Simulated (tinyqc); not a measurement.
Inside a calculation. Method: LCCD on RHF in the sto-3g basis, for H3O+, spin multiplicity 1. One step of it, computed by the program tinyqc.

Question. Iteration 8 (converged): orbitals. Diagonalise F' = X^T F X, C = X C', fill 5 alpha and 5 beta electrons from the bottom; D = 2 C_occ C_occ^T. Each column has its largest component positive (the first on a tie).

converged F (hartree), order 1O 1s, 1O 2s, 1O 2px, 1O 2py, 1O 2pz, 2H 1s, 3H 1s, 4H 1s:
$$\begin{pmatrix}
-20.786110 & -5.291995 & 0.000007 & 0.000000 & 0.004546 & -0.942912 & -0.944080 & -0.944080 \\
-5.291995 & -2.902326 & 0.000091 & 0.000000 & 0.018934 & -1.024310 & -1.025182 & -1.025182 \\
0.000007 & 0.000091 & -0.814044 & 0.000000 & -0.000009 & -0.599100 & 0.299565 & 0.299565 \\
0.000000 & 0.000000 & 0.000000 & -0.814270 & 0.000000 & 0.000000 & -0.519134 & 0.519134 \\
0.004546 & 0.018934 & -0.000009 & 0.000000 & -0.851344 & 0.047713 & 0.047756 & 0.047756 \\
-0.942912 & -1.024310 & -0.599100 & 0.000000 & 0.047713 & -0.748111 & -0.280826 & -0.280826 \\
-0.944080 & -1.025182 & 0.299565 & -0.519134 & 0.047756 & -0.280826 & -0.748661 & -0.280939 \\
-0.944080 & -1.025182 & 0.299565 & 0.519134 & 0.047756 & -0.280826 & -0.280939 & -0.748661
\end{pmatrix}$$

X, order 1O 1s, 1O 2s, 1O 2px, 1O 2py, 1O 2pz, 2H 1s, 3H 1s, 4H 1s:
$$\begin{pmatrix}
1.024570 & -0.144960 & 0.000006 & 0.000000 & 0.001221 & 0.018839 & 0.018853 & 0.018853 \\
-0.144960 & 1.241428 & -0.000091 & 0.000000 & -0.012086 & -0.227490 & -0.227783 & -0.227783 \\
0.000006 & -0.000091 & 1.095821 & 0.000000 & 0.000006 & -0.232677 & 0.116385 & 0.116385 \\
0.000000 & 0.000000 & 0.000000 & 1.095977 & 0.000000 & 0.000000 & -0.201717 & 0.201717 \\
0.001221 & -0.012086 & 0.000006 & 0.000000 & 1.000666 & 0.012570 & 0.012591 & 0.012591 \\
0.018839 & -0.227490 & -0.232677 & 0.000000 & 0.012570 & 1.145989 & -0.050892 & -0.050892 \\
0.018853 & -0.227783 & 0.116385 & -0.201717 & 0.012591 & -0.050892 & 1.146239 & -0.050910 \\
0.018853 & -0.227783 & 0.116385 & 0.201717 & 0.012591 & -0.050892 & -0.050910 & 1.146239
\end{pmatrix}$$

Give: F' = X^T F X; orbital energies; coefficients C; D after iteration 8.

Answer.

F' = X^T F X (hartree):
$$\begin{pmatrix}
-20.4031 & -2.7212 & 0.0000 & 0.0000 & 0.0078 & -0.1161 & -0.1164 & -0.1164 \\
-2.7212 & -1.6574 & -0.0001 & 0.0000 & -0.0088 & -0.4432 & -0.4436 & -0.4436 \\
0.0000 & -0.0001 & -0.5572 & 0.0000 & 0.0000 & -0.4967 & 0.2484 & 0.2484 \\
0.0000 & 0.0000 & 0.0000 & -0.5571 & 0.0000 & 0.0000 & -0.4304 & 0.4304 \\
0.0078 & -0.0088 & 0.0000 & 0.0000 & -0.8494 & 0.0318 & 0.0318 & 0.0318 \\
-0.1161 & -0.4432 & -0.4967 & 0.0000 & 0.0318 & -0.2944 & -0.0591 & -0.0591 \\
-0.1164 & -0.4436 & 0.2484 & -0.4304 & 0.0318 & -0.0591 & -0.2943 & -0.0591 \\
-0.1164 & -0.4436 & 0.2484 & 0.4304 & 0.0318 & -0.0591 & -0.0591 & -0.2943
\end{pmatrix}$$

orbital energies (hartree): MO1 -20.7947, MO2 -1.6891, MO3 -1.0257, MO4 -1.0255, MO5 -0.8522, MO6 0.0137, MO7 0.2330, MO8 0.2335

coefficients C, order 1O 1s, 1O 2s, 1O 2px, 1O 2py, 1O 2pz, 2H 1s, 3H 1s, 4H 1s:
$$\begin{pmatrix}
0.9942 & -0.2415 & 0.0000 & 0.0000 & -0.0135 & -0.1580 & -0.0002 & 0.0000 \\
0.0260 & 0.8883 & 0.0000 & 0.0002 & 0.0665 & 0.9611 & 0.0012 & 0.0000 \\
0.0000 & -0.0001 & 0.0000 & 0.6945 & 0.0000 & 0.0007 & -0.8943 & 0.0000 \\
0.0000 & 0.0000 & 0.6944 & 0.0000 & 0.0000 & 0.0000 & 0.0000 & 0.8946 \\
-0.0005 & -0.0221 & 0.0000 & 0.0000 & 0.9970 & -0.0859 & -0.0001 & 0.0000 \\
-0.0044 & 0.1013 & 0.0000 & 0.4118 & -0.0240 & -0.6370 & 0.9157 & 0.0000 \\
-0.0044 & 0.1014 & 0.3566 & -0.2058 & -0.0240 & -0.6361 & -0.4588 & -0.7938 \\
-0.0044 & 0.1014 & -0.3566 & -0.2058 & -0.0240 & -0.6361 & -0.4588 & 0.7938
\end{pmatrix}$$

D after iteration 8, order 1O 1s, 1O 2s, 1O 2px, 1O 2py, 1O 2pz, 2H 1s, 3H 1s, 4H 1s:
$$\begin{pmatrix}
2.0937 & -0.3790 & 0.0000 & 0.0000 & -0.0173 & -0.0571 & -0.0571 & -0.0571 \\
-0.3790 & 1.5883 & 0.0001 & 0.0000 & 0.0933 & 0.1767 & 0.1767 & 0.1767 \\
0.0000 & 0.0001 & 0.9645 & 0.0000 & 0.0000 & 0.5720 & -0.2859 & -0.2859 \\
0.0000 & 0.0000 & 0.0000 & 0.9643 & 0.0000 & 0.0000 & 0.4952 & -0.4952 \\
-0.0173 & 0.0933 & 0.0000 & 0.0000 & 1.9892 & -0.0523 & -0.0523 & -0.0523 \\
-0.0571 & 0.1767 & 0.5720 & 0.0000 & -0.0523 & 0.3609 & -0.1478 & -0.1478 \\
-0.0571 & 0.1767 & -0.2859 & 0.4952 & -0.0523 & -0.1478 & 0.3608 & -0.1478 \\
-0.0571 & 0.1767 & -0.2859 & -0.4952 & -0.0523 & -0.1478 & -0.1478 & 0.3608
\end{pmatrix}$$
